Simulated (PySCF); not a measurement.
Species: CH4O.
SMILES: `CO`

Computed, not measured: PySCF 2.14.0, PBE0-D3(BJ)/def2-SVP geometry optimisation, gas phase.

Masses are those of the commonest isotopes; rigid-rotor values at the optimised geometry. 

Problem. What are A, B and C (MHz)?

Solution. Ia = 3.96, Ib = 20.01, Ic = 20.75 u·Å²; 505379 MHz·u·Å²/I gives A = 127509, B = 25255, C = 24358 MHz.

Problem. Classify the top.

Solution. A near-prolate asymmetric top. Ray's parameter κ = (2B − A − C)/(A − C) = -0.983; −1 is the prolate and +1 the oblate limit.

Problem. What does the inertial defect say?

Solution. Not planar: Δ = Ic − Ia − Ib = -3.23 u·Å². For a rigid frame Δ = −2 Σ m c², so Σ m c² = 1.61 u·Å² lies off the ab plane, practically all of it from hydrogen. The atom farthest from that plane is 0.90 Å away.

Problem. Give the other two planar moments, Paa and Pbb, and the rms extents of the mass along the axes.

Solution. Paa = Σ m a² = (Ib + Ic − Ia)/2 = 18.40 and Pbb = Σ m b² = (Ia + Ic − Ib)/2 = 2.35 u·Å². With the mass M = 32.03 u, the rms extents √(P/M) along a, b and c are 0.76, 0.27, 0.22 Å.

Problem. List the rotational levels J(Ka,Kc) to J = 5 (MHz).

Solution. Above 0(0,0):
J = 1: 1(0,1) 49613, 1(1,1) 151866, 1(1,0) 152764
J = 2: 2(0,2) 148832, 2(1,2) 250194, 2(1,1) 252886, 2(2,1) 559648, 2(2,0) 559654
J = 3: 3(0,3) 297646, 3(1,3) 397682, 3(1,2) 403067, 3(2,2) 708486, 3(2,1) 708515, 3(3,1) 1222002, 3(3,0) 1222002
J = 4: 4(0,4) 496037, 4(1,4) 594325, 4(1,3) 603300, 4(2,3) 906931, 4(2,2) 907019, 4(3,2) 1420464, 4(3,1) 1420464, 4(4,1) 2139371, 4(4,0) 2139371
J = 5: 5(0,5) 743983, 5(1,5) 840119, 5(1,4) 853581, 5(2,4) 1154981, 5(2,3) 1155187, 5(3,3) 1668547, 5(3,2) 1668547, 5(4,2) 2387447, 5(4,1) 2387447, 5(5,1) 3311758, 5(5,0) 3311758
The levels of one J sum to (2J + 1)J(J + 1)(A + B + C)/3.

Problem. Which types of transition are allowed, and where do some lines up to J = 3 fall?

Solution. The dipole components are |μa| = 0.74 D, |μb| = 1.47 D, |μc| = 0.00 D; the mirror of this Cs structure is the ab plane, so μc vanishes by symmetry and there are no c-type lines. The squared components, which scale the intensities, stand as 0.25 : 1.00 (a : b). Some lines, for components of 0.1 D or more:

```
type  branch         J(Ka,Kc)     MHz  lower level (cm⁻¹)
   a       Q  1(1,0) ← 1(1,1)     898               5.066
   a       Q  2(1,1) ← 2(1,2)    2693               8.346
   a       Q  3(1,2) ← 3(1,3)    5385              13.265
   a       R  1(0,1) ← 0(0,0)   49613               0.000
   a       R  2(1,2) ← 1(1,1)   98328               5.066
   a       R  2(1,1) ← 1(1,0)  100123               5.096
   b       Q  1(1,0) ← 1(0,1)  103151               1.655
   b       Q  2(1,1) ← 2(0,2)  104055               4.964
   a       R  3(0,3) ← 2(0,2)  148814               4.964
   a       R  3(2,2) ← 2(2,1)  148838              18.668
   a       R  3(2,1) ← 2(2,0)  148861              18.668
   b       R  1(1,1) ← 0(0,0)  151866               0.000
   b       R  2(1,2) ← 1(0,1)  200581               1.655
   b       Q  3(2,1) ← 3(1,2)  305448              13.445
   b       Q  2(2,0) ← 2(1,1)  306767               8.435
   b       Q  2(2,1) ← 2(1,2)  309454               8.346
   b       R  2(2,1) ← 1(1,0)  406884               5.096
   b       R  3(2,2) ← 2(1,1)  455599               8.435
   b       R  3(2,1) ← 2(1,2)  458321               8.346
   b       Q  3(3,0) ← 3(2,1)  513487              23.634
   b       Q  3(3,1) ← 3(2,2)  513516              23.633
   b       R  3(3,1) ← 2(2,0)  662348              18.668
```

Problem. Estimate the classical rotational partition function at 100 K.

Solution. Point group Cs, symmetry number σ = 1; q = (√π/σ)·√((kT/h)³/(ABC)), k/h = 20836.6 MHz/K: 602 at 100 K.

Not checked by PBE0-D3(BJ)/def2-SVP frequencies. These are rigid-rotor constants of the computed structure; measured ground-state constants (B0) also hold zero-point vibration. A rigid rotor knows nothing of internal rotation, which can split or shift real lines.
